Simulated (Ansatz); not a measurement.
# BH₃OS: single points off equilibrium

Aim: energy, forces and dipole at a structure displaced at random from a GFN2-xTB minimum, from CCSD(T) and from density functionals.

The runs use Ansatz 0.2.0, Gaussian basis; single points in def2-TZVPP.

Correlated methods freeze the cores.

### 1 Where the work starts

SMILES `BSO`, 6 atoms, charge 0, spin multiplicity 1.

Atoms are counted from 1 here; the program's logs count them from 0.

Bond lengths: B1–S2 1.659 Å, B1–H4 1.279 Å, B1–H5 1.065 Å, S2–O3 1.716 Å, O3–H6 1.117 Å. Angles: S2–B1–H4 117.8°, S2–B1–H5 116.9°, H4–B1–H5 124.1°, B1–S2–O3 101.9°, S2–O3–H6 104.9°.

As a file:

```mol
BH3OS
  3D, bonds by distance, orders not assigned

  6  5  0  0  0  0  0  0  0  0999 V2000
   -0.9184   -0.0000   -0.5892 B   0  0
    0.4060   -0.8267   -0.0273 S   0  0
    1.1401    0.3360    0.9998 O   0  0
   -1.5941   -0.5283   -1.5374 H   0  0
   -1.0286    1.0086   -0.2669 H   0  0
    2.1564   -0.0738    1.2175 H   0  0
  1  2  8  0
  1  4  8  0
  1  5  8  0
  2  3  8  0
  3  6  8  0
M  END
```

### 2 CCSD(T)/def2-TZVPP

The input, run/in.yaml:

```yaml
crystal:
  periodic: [false, false, false]
  atoms:
    - {symbol: B, position_ang: [-0.918400, -0.000000, -0.589200]}
    - {symbol: S, position_ang: [0.406000, -0.826700, -0.027300]}
    - {symbol: O, position_ang: [1.140100, 0.336000, 0.999800]}
    - {symbol: H, position_ang: [-1.594100, -0.528300, -1.537400]}
    - {symbol: H, position_ang: [-1.028600, 1.008600, -0.266900]}
    - {symbol: H, position_ang: [2.156400, -0.073800, 1.217500]}
basis:
  gaussian: {orbitals: def2-TZVPP}
correlation: {method: ccsd_t}
output: {forces: true}
```

No record of the launch command was kept for these runs.

### 3 PBE0-D4/def2-TZVPP

Edit run/in.yaml of step 2 so:

```diff
@@ -11,3 +11,3 @@
   gaussian: {orbitals: def2-TZVPP}
-correlation: {method: ccsd_t}
-output: {forces: true}
+hamiltonian: {xc: pbe0, dispersion: d4}
+output: {forces: true, orbitals: {seedname: orbitals}}
```

### 4 wB97M-V/def2-TZVPP

Edit run/in.yaml of step 3 so:

```diff
@@ -11,3 +11,3 @@
   gaussian: {orbitals: def2-TZVPP}
-hamiltonian: {xc: pbe0, dispersion: d4}
-output: {forces: true, orbitals: {seedname: orbitals}}
+hamiltonian: {xc: {name: wB97M-V}}
+output: {forces: true}
```

### 5 r2SCAN-D4/def2-TZVPP

Edit run/in.yaml of step 4 so:

```diff
@@ -11,3 +11,3 @@
   gaussian: {orbitals: def2-TZVPP}
-hamiltonian: {xc: {name: wB97M-V}}
+hamiltonian: {xc: r2scan, dispersion: d4}
 output: {forces: true}
```

### 6 PBE-D4/def2-TZVPP

Edit run/in.yaml of step 5 so:

```diff
@@ -11,3 +11,3 @@
   gaussian: {orbitals: def2-TZVPP}
-hamiltonian: {xc: r2scan, dispersion: d4}
+hamiltonian: {xc: pbe, dispersion: d4}
 output: {forces: true}
```

### 7 B97M-V/def2-TZVPP

Edit run/in.yaml of step 6 so:

```diff
@@ -11,3 +11,3 @@
   gaussian: {orbitals: def2-TZVPP}
-hamiltonian: {xc: pbe, dispersion: d4}
+hamiltonian: {xc: {name: B97M-V}}
 output: {forces: true}
```

### 8 HSE06-D4/def2-TZVPP

Edit run/in.yaml of step 7 so:

```diff
@@ -11,3 +11,3 @@
   gaussian: {orbitals: def2-TZVPP}
-hamiltonian: {xc: {name: B97M-V}}
+hamiltonian: {xc: hse06, dispersion: d4}
 output: {forces: true}
```

(Steps that only read results are left out.)

Before running it: what results should come out? Wanted: energy less free atoms, CCSD(T)/def2-TZVPP; RMS force component; RMS force error; HOMO and LUMO, PBE0-D4; T1 diagnostic.

The runs gave:

| quantity | value |
| --- | --- |
| energy less free atoms, CCSD(T)/def2-TZVPP | -1791.9 kJ/mol |
| RMS force component | 2.171 to 2.308 eV/Å over the methods |
| RMS force error | PBE0-D4 0.209, wB97M-V 0.161, r2SCAN-D4 0.169, PBE-D4 0.243, B97M-V 0.197, HSE06-D4 0.206 eV/Å |
| HOMO and LUMO, PBE0-D4 | -7.61 and -1.20 eV |
| T1 diagnostic | 0.018 |

What this shows: Against CCSD(T) the functionals' energies less atoms differ by -136.7 to -66.6 kJ/mol, PBE-D4 by -136.7 kJ/mol. The reference is not at the basis limit: in triple zeta CCSD(T) underbinds, which counts against methods that bind more; the gaps are no ranking. For forces wB97M-V does best and PBE-D4 worst. Frozen-core CCSD(T) forces in triple zeta carry basis errors of their own, and this is one geometry, so small gaps rank nothing.
